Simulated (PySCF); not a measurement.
Species: C5H6S.
Atom-mapped SMILES: `[CH3:1][c:2]1[cH:3][cH:4][cH:5][s:6]1`

Geometry (PBE0-D3(BJ)/def2-SVP, Å), atoms numbered from 1 in this order:
```xyz
12
C5H6S angstrom
C     -1.9952    0.1678    0.1629
C     -0.5049    0.1507    0.0973
C      0.3208   -0.8453   -0.3615
C      1.7041   -0.5102   -0.2959
C      1.9133    0.7415    0.2154
S      0.4295    1.5129    0.6148
H     -2.3599    0.4636    1.1588
H     -2.4292    0.8687   -0.5687
H     -2.3894   -0.8341   -0.0572
H     -0.0603   -1.7974   -0.7352
H      2.5114   -1.1728   -0.6110
H      2.8598    1.2545    0.3802
```

NICS is the negative of the GIAO shielding at a point without a nucleus: at the ring centre (0) and 1 Å above and below it (1); zz is the component along the ring normal. Level: GIAO PBE0/pcSseg-1 (PySCF, non-relativistic, gas phase) on the PBE0-D3(BJ)/def2-SVP geometry, one conformer.

Ring bond lengths (Å), with Mayer bond orders in brackets: C2–C3 1.373 (1.56), C3–C4 1.425 (1.26), C4–C5 1.368 (1.59), C5–S6 1.719 (1.16), S6–C2 1.731 (1.16).

**Question.** Give the NICS values of each ring in ppm.

**Answer.** 
| ring | type | NICS(0) | NICS(1), two faces | NICS(1)zz, two faces | rms pucker (Å) | centre to ring atoms, mean (Å) |
| --- | --- | --- | --- | --- | --- | --- |
| C2–C3–C4–C5–S6 | 5-membered ring with S; formal bonds all aromatic | -12.3 | -11.0 / -11.0 | -25.8 / -25.6 | 0.00 | 1.29 |

**Question.** What do they say, and how far can they be read as aromaticity?

**Answer.** 
- C2–C3–C4–C5–S6: mean NICS(1)zz -25.7 ppm, shielded. For a flat ring without four-coordinate atoms the NICS criterion counts such a value as aromatic.

**Question.** What does the geometric index give? HOMA takes Krygowski's 1993 parameters.

**Answer.** 
- C2–C3–C4–C5–S6: HOMA 0.81; the largest term is that of C3–C4, α(R − Ropt)² = 0.35. The geometric and the magnetic index point the same way.

**Question.** What field does 1 T along the ring normal induce along that normal at the first NICS(1) probe listed for ring C2–C3–C4–C5–S6, 1 Å off the ring?

**Answer.** NICSzz × B0 = -25.8 ppm × 1 T = -26 μT, against the applied field.

**Question.** List the ring angles and the Hirshfeld charges of the ring atoms.

**Answer.** 
- C2–C3–C4–C5–S6: C2 110.3° (-0.022 e), C3 113.5° (-0.084 e), C4 112.4° (-0.077 e), C5 111.4° (-0.091 e), S6 92.5° (+0.089 e); sum 540.0° against 540° for a flat convex ring.

**Question.** What are the shieldings of the ring atoms and their hydrogens in the same run (means over atoms taken as equivalent)?

**Answer.** 
```
atoms                        environment  σ isotropic (ppm)  principal values of the symmetric part, first atom (ppm)
   C2        substituted aromatic carbon               36.2                                        -47.2, 25.7, 130.1
   C3                 aromatic CH carbon               54.3                                        -25.6, 51.3, 137.2
   C4                 aromatic CH carbon               53.4                                        -30.1, 42.5, 147.7
   C5  aromatic CH next to a ring sulfur               52.3                                        -40.2, 57.8, 139.3
   S6              thiophene-type sulfur              269.0                                       121.8, 295.7, 389.6
  H10                  aromatic hydrogen              24.46                                          21.6, 24.2, 27.6
  H11                  aromatic hydrogen              24.36                                          21.4, 24.2, 27.4
  H12                  aromatic hydrogen              24.29                                          21.5, 24.5, 26.9
```
